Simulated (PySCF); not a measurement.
An unknown gives this computed stick spectrum. Method: PySCF, TDDFT PBE0/def2-SVPD, vertical, gas phase, core orbitals frozen in the response. Geometries: GFN2-xTB, one conformer each.

```tsv
state	E (eV)	f	main configurations (H = HOMO, L = LUMO)
S1	5.46	0.174	H→L (94%)
S2	5.79	0.083	H→L+1 (97%)
S3	6.39	0.012	H-1→L (75%), H→L+2 (18%)
S4	6.44	0.0073	H→L+2 (78%), H-1→L (18%)
S5	6.60	0.045	H→L+3 (78%), H-1→L+1 (13%)
S6	6.71	0.025	H-1→L+1 (76%), H→L+3 (16%)
S7	7.21	0.113	H→L+4 (86%)
S8	7.29	0.061	H→L+5 (61%), H→L+6 (18%), H-2→L (10%)
```

Task: Which candidate is it? All have the formula C4H9OP.
A. `C[C@@H]1C[P@]1(C)=O`
B. `C=C(C)[P@H](C)=O`
C. `CC(=O)P(C)C`
D. `C=CP(C)CO`

Result: D. Its S1 lies at 5.46 eV; the nearest of the others has S1 at 5.89 eV. S1 is HOMO→LUMO (94%). Löwdin shares by element: HOMO phosphorus 46%, carbon 36% or more (atoms not listed hold the other 17%); LUMO carbon 60% or more, phosphorus 12%, hydrogen 5% or more (atoms not listed hold the other 23%). At the same level the other candidates give, for their lowest levels:
- `CC(=O)P(C)C`: 3.87 eV (f 0.011); 5.39 eV (f 0.059); 6.06 eV (f 0.016); 6.17 eV (f 0.043); 6.62 eV (f 0.037); T1 3.19 eV; HOMO -6.53, LUMO -0.87 eV
- `C[C@@H]1C[P@]1(C)=O`: 6.00 eV (f 0.007); 6.85 eV (f 0.008); 6.90 eV (f 0.012); 7.02 eV (f 0.018); 7.16 eV (f 0.104); T1 5.65 eV; HOMO -6.95, LUMO 0.32 eV
- `C=C(C)[P@H](C)=O`: 5.89 eV (f 0.002); 6.07 eV (f 0.015); 7.07 eV (f 0.337); 7.24 eV (f 0.005); 7.31 eV (f 0.002); T1 4.25 eV; HOMO -7.79, LUMO -0.58 eV

The values belong to the conformer `[CH2:1]=[CH:2][P:3]([CH3:4])[CH2:5][OH:6]`: C1–C2–P3–C4 38°, C2–P3–C5–O6 70°, H–O6–C5–P3 60°.
Triplets come from the Tamm–Dancoff approximation.
